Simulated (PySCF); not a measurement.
Fill in the blanks.

Compound: methylthiirane, C3H6S.
InChI=1S/C3H6S/c1-3-2-4-3/h3H,2H2,1H3/t3-/m0/s1

| property | level | value |
| --- | --- | --- |
| point group of the GFN2-xTB geometry | GFN2-xTB | ? |
| rotational constants A, B, C of the GFN2-xTB geometry | GFN2-xTB | 11.768, 4.929, 3.999 GHz |
| dipole moment | PBE0/pcSseg-1 | 2.13 D |
| HOMO energy | PBE0/pcSseg-1 | -6.46 eV |
| LUMO energy | PBE0/pcSseg-1 | ? |
| 13C chemical shifts (computed TMS as zero) by class | GIAO PBE0/pcSseg-1 | 32.3 (1 C), 28.4 (1 C), 24.9 (1 C) ppm |
| 1H chemical shifts (computed TMS as zero) by class | GIAO PBE0/pcSseg-1 | 2.75 (1 H), 2.38 (1 H), 1.92 (1 H), 1.48 (3 H) ppm |
| isotropic shieldings of nuclei other than C and H, by class | GIAO PBE0/pcSseg-1 | ? |

Gas-phase values; electronic properties from PySCF, density fitting. Geometry: GFN2-xTB; no solvent or vibrations. NMR classes are plain means over equivalent atoms (diastereotopic ones count apart unless rotation or inversion swaps them), as if these changed places fast; in this geometry the members of some classes differ.

(1) The point group of the GFN2-xTB geometry?

(2) What is the LUMO energy?

(3) The isotropic shieldings of nuclei other than C and H, by class?

Results:

(1) C1.

(2) 0.46 eV.

(3) 708 (1 S) ppm.

The dipole matches unit charges of opposite sign 0.44 Å apart (1 e·Å = 4.8032 D). The rotational constants make it an asymmetric top with κ = (2B − A − C)/(A − C) = -0.76, nearer the prolate limit (−1). With B = h/(8π²I), that is 505.379 GHz u Å² over I, the principal moments of inertia are 42.9, 102.5 and 126.4 u Å² (most abundant isotopes); the inertial defect Ic − Ia − Ib is -19.0 u Å² (zero for a rigid planar frame, negative otherwise).
